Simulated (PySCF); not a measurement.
This PySCF input asks for the NMR shieldings of BH2(SiH3), BH5Si; the geometry comes from PBE0-D3(BJ)/def2-SVP.

```python
import basis_set_exchange as bse
import numpy as np
from pyscf import gto, dft
from pyscf.prop import nmr

atoms = """
B     0.597147    1.042330    0.009503
H     1.805498    1.071742    0.009456
H     0.013522    2.097893   -0.068666
Si   -0.405713   -0.705030    0.048455
H    -1.769774   -0.595698    0.653968
H     0.338314   -1.805451    0.737348
H    -0.578984   -1.105786   -1.390063
"""
names = dict.fromkeys(["B", "H", "Si"], "pcSseg-1")
basis = {el: gto.basis.parse(bse.get_basis(n, elements=[el], fmt="nwchem")) for el, n in names.items()}
mol = gto.M(atom=atoms, basis=basis, charge=0, verbose=0)
mf = dft.RKS(mol, xc="HYB_GGA_XC_WB97X_D")
mf.grids.level = 2
mf.grids.alignment = dft.numint.BLKSIZE   # the property module wants whole blocks of grid points
mf.conv_tol = 1e-9
mf.kernel()

calc = nmr.RKS(mf)   # GIAO
C = mf.mo_coeff
Co = C[:, mf.mo_occ > 0]
resp = mf.gen_response(singlet=True, hermi=2)
def vind(x):   # induced exchange potential for any number of trial vectors
    d = np.einsum("pi,xij,qj->xpq", C, 2 * x.reshape(-1, C.shape[1], Co.shape[1]), Co, optimize=True)
    return np.einsum("xpq,pi,qj->xij", resp(d - d.transpose(0, 2, 1)), C, Co, optimize=True).ravel()
mo1, _ = nmr.rhf.solve_mo1(calc, with_cphf=vind)
sigma = calc.kernel(mo1)
for i, s in enumerate(sigma):   # ppm
    w = np.linalg.eigvalsh((s + s.T) / 2)
    print("%2d %-2s iso %8.1f  s11 %8.1f  s22 %8.1f  s33 %8.1f" % (i, mol.atom_pure_symbol(i), w.mean(), *w))
```

Task: Give the expected output.

Result: 
```
 0 B  iso    -11.3  s11   -133.5  s22    -47.5  s33    147.2
 1 H  iso     21.2  s11      9.3  s22     26.6  s33     27.8
 2 H  iso     21.2  s11      9.3  s22     26.6  s33     27.8
 3 Si iso    453.3  s11    428.6  s22    459.3  s33    471.9
 4 H  iso     27.6  s11     24.7  s22     25.9  s33     32.2
 5 H  iso     27.6  s11     24.7  s22     25.9  s33     32.2
 6 H  iso     27.7  s11     24.9  s22     26.4  s33     31.9
```

These numbers come from an equivalent density-fitted implementation of the same equations, which agrees with the script to about 0.01 ppm for H and up to a few tenths of a ppm for heavy atoms, so last digits may differ.

Task: Turn these shieldings into chemical shifts. Referencing at the same level of theory: ¹¹B (σref 101.61) against BF3·OEt2; ¹H (σref 31.38) and ²⁹Si (σref 352.93) against TMS.

Result: Averaging equivalent atoms: B 0: 112.9; H 1/2: 10.14; H 4/5/6: 3.73; Si 3: -100.3 ppm. 

Size and cost of the density-fitted run: 66 basis functions, 1.6 s wall time on 1 thread of an Arm Neoverse V2, shared host.
